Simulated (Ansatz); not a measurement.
# AlPHCl (quintet): wave-function methods side by side, cc-pVDZ

An exercise on one series of results from a longer session: the logs are not shown, and one member is left open.

Computed with Ansatz 0.2.0, Gaussian basis. Level: cc-pVDZ, core rule «outside noble gas», up to 15 orbitals frozen.

To be run: UHF; CCSD(T) on ROHF; CCSD(T) on UHF; BCCD(T) on ROHF; CISD as a restricted active space (open shells left free, so some higher excitations enter); CCSDT(Q) on ROHF; CCSDT(Q) on UHF.

5 further runs of the same task are left out: 1 for a known fault of the program, 4 set aside as unsound or not needed. Runs told in other sessions of the task aren't counted.

## What is computed

The geometry is a PBE0/def2-TZVP stationary point (not a proven minimum) of the parent state, kept for this charge and spin.

4 atoms, charge 0, spin multiplicity 5.

Atoms are counted from 1 here; the program's logs count them from 0.

Bond lengths: Cl1–Al2 2.120 Å, Al2–P3 2.374 Å, P3–H4 1.426 Å. Angles: Cl1–Al2–P3 114.4°, Al2–P3–H4 91.8°.

The first run:

The input, in.yaml:

```yaml
crystal:
  periodic: [false, false, false]
  atoms:
    - {symbol: Cl, position_ang: [0.000000, -0.326601, 1.792479]}
    - {symbol: Al, position_ang: [0.000000, 0.853589, 0.030871]}
    - {symbol: P, position_ang: [0.000000, -0.395551, -1.988246]}
    - {symbol: H, position_ang: [0.000000, 0.793281, -2.776193]}
basis:
  gaussian: {orbitals: cc-pVDZ}
magnetization: {spin_polarized: true, initial_magnetization: 4}
hamiltonian: {xc: hf}
output: {orbitals: {seedname: orbitals}}
```

The run is started by

```console
$ ansatz run in.yaml --threads 1 --pin off --events-out ev --progress --plain --max-ram 2816MiB --backend cpu
```

Steps of the session up to this table: UHF; CCSD(T) on ROHF; CCSD(T) on UHF; BCCD(T) on ROHF; CISD as a restricted active space (open shells left free, so some higher excitations enter); CCSDT(Q) on ROHF; CCSDT(Q) on UHF.

One of the session's tables, all rows but one given; the rest of the session is left out.

```
   method  from UCCSDT(Q) (kJ/mol)
     ROHF                   +789.3
      UHF                   +774.2
     RMP2                   +123.8
     UMP2                   +124.0
     CISD                    +99.0
    RCCSD                    +23.2
    UCCSD                    +22.8
 RCCSD(T)                     +4.8
 UCCSD(T)                     +4.7
  BCCD(T)                     +4.8
   RCCSDT                        ?
   UCCSDT                     +1.5
RCCSDT(Q)                     +0.2
UCCSDT(Q)                        0
```

**Question.** Estimate the row for RCCSDT.

As computed: from UCCSDT(Q) (kJ/mol): +1.6. In the column «from UCCSDT(Q) (kJ/mol)» it lies between UCCSDT (+1.5) and UCCSD(T) (+4.7).

Limits of these values: Restricted and unrestricted rows rest on different reference determinants; a gap between their highest levels can come from leftover correlation error, from unlike frozen cores or from another state.
